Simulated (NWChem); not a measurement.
System: silicon monoxide (SiO, singlet); SMILES O=[Si]

Parts of the log:

```
             Northwest Computational Chemistry Package (NWChem) 7.3.0
             --------------------------------------------------------

                             Geometry "geometry" -> ""
                             -------------------------

 Output coordinates in angstroms (scale by  1.889725989 to convert to a.u.)

  No.       Tag          Charge          X              Y              Z
 ---- ---------------- ---------- -------------- -------------- --------------
    1 Si                  14.0000     0.00000000     0.00000000     0.54865100
    2 O                    8.0000     0.00000000     0.00000000    -0.96008800

 Effective nuclear repulsion energy (a.u.)      39.2830382776

                              NWChem Property Module
                              ----------------------

                                 NWChem DFT Module
                                 -----------------

 Summary of "ao basis" -> "ao basis" (spherical)
 ------------------------------------------------------------------------------
       Tag                 Description            Shells   Functions and Types
 ---------------- ------------------------------  ------  ---------------------
 Si                       aug-cc-pvdz               11       27   5s4p2d
 O                        aug-cc-pvdz                9       23   4s3p2d

            General Information
            -------------------
          SCF calculation type: DFT
          Wavefunction type:  closed shell.
          No. of atoms     :     2
          No. of electrons :    22
           Alpha electrons :    11
            Beta electrons :    11
          Charge           :     0
          Spin multiplicity:     1
          Use of symmetry is: off; symmetry adaption is: off
          Maximum number of iterations: 150
          AO basis - number of functions:    50
                     number of shells:    20
          Convergence on energy requested:  1.00D-06
          Convergence on density requested:  1.00D-05
          Convergence on gradient requested:  5.00D-04

              XC Information
              --------------
                         PBE0 Method XC Functional
                     Hartree-Fock (Exact) Exchange  0.250
          PerdewBurkeErnzerhof Exchange Functional  0.750
            Perdew 1991 LDA Correlation Functional  1.000 local
           PerdewBurkeErnz. Correlation Functional  1.000 non-local

             Grid Information
             ----------------
          Grid used for XC integration:  medium
          Radial quadrature: Mura-Knowles
          Angular quadrature: Lebedev.
          Tag              B.-S. Rad. Rad. Pts. Rad. Cut. Ang. Pts.
          ---              ---------- --------- --------- ---------
          Si                  1.10       88          11.0       590
          O                   0.60       49          10.0       434
          Grid pruning is: on
          Number of quadrature shells:   137
          Spatial weights used:  Erf1

      Superposition of Atomic Density Guess
      -------------------------------------

 Sum of atomic energies:        -363.60281660

      Non-variational initial energy
      ------------------------------

 Total energy =    -363.666477
 1-e energy   =    -581.371178
 2-e energy   =     178.421663
 HOMO         =      -0.351587
 LUMO         =      -0.034678

   convergence    iter        energy       DeltaE   RMS-Dens  Diis-err
 ---------------- ----- ----------------- --------- --------- ---------
 d= 0,ls=0.0,diis     1   -364.3665407843 -4.04D+02  4.83D-02  1.12D+00
 d= 0,ls=0.0,diis     2   -362.4722761580  1.89D+00  3.45D-02  1.47D+01
 d= 0,ls=0.0,diis     3   -364.5188628450 -2.05D+00  2.85D-03  8.56D-03
 d= 0,ls=0.0,diis     4   -364.5195337539 -6.71D-04  4.10D-04  2.20D-03
 d= 0,ls=0.0,diis     5   -364.5197943545 -2.61D-04  1.69D-04  2.16D-04
  Resetting Diis
 d= 0,ls=0.0,diis     6   -364.5198219536 -2.76D-05  1.62D-05  1.41D-06
 d= 0,ls=0.0,diis     7   -364.5198220994 -1.46D-07  4.26D-06  2.09D-08

         Total DFT energy =     -364.519822099414
      One electron energy =     -582.859593945635
           Coulomb energy =      208.296238769951
    Exchange-Corr. energy =      -29.239505201369
 Nuclear repulsion energy =       39.283038277639

 Numeric. integr. density =       21.999999421660

                       DFT Final Molecular Orbital Analysis
                       ------------------------------------

 Vector    9  Occ=2.000000D+00  E=-3.520026D-01
              MO Center=  4.4D-10,  4.4D-10, -6.9D-01, r^2= 1.1D+00
   Bfn.  Coefficient  Atom+Function         Bfn.  Coefficient  Atom+Function
  ----- ------------  ---------------      ----- ------------  ---------------
    32      0.389953  2 O  px                33      0.390077  2 O  py
    35      0.264992  2 O  px                36      0.265076  2 O  py
     9      0.163557  1 Si px                10      0.163609  1 Si py
    12      0.084990  1 Si px                13      0.085017  1 Si py
    38      0.052025  2 O  px                39      0.052041  2 O  py

[...]

 DFT Linear Response polarizability / au
 Frequency  =       0.0773000 / au
 Wavelength =     589.4353558 / nm
              X              Y              Z
 -----------------------------------------------
 X      28.3804348      0.0000000      0.0000000
 Y       0.0000000     28.3804348      0.0000000
 Z       0.0000000      0.0000000     35.4782962
 -----------------------------------------------
 Eigenvalues =      28.3804348     28.3804348     35.4782962
 Isotropic   =      30.7463886
 Anisotropic =       7.0978614
 -----------------------------------------------

 Magnetic Dipole Response Matrix (nonzero elements):

 Exiting AOResponse driver routine
```

Level: PBE0/aug-cc-pVDZ. Low-valent species are run as closed-shell singlets; no triplet was tried in these runs. Geometry: optimised at PBE0-D3(BJ)/def2-TZVP.

Problem. Write an input that gives this output.

Solution. This is not unique; one that fits is the input that was run:
```
start job
memory heap 200 mb stack 900 mb global 1100 mb
geometry units angstroms noautosym nocenter noautoz
  Si     0.000000     0.000000     0.548651
  O      0.000000     0.000000    -0.960088
end
basis spherical
  * library aug-cc-pvdz
end
dft
  xc pbe0
  iterations 150
end
property
  response 1 0.0773
end
task dft property
```
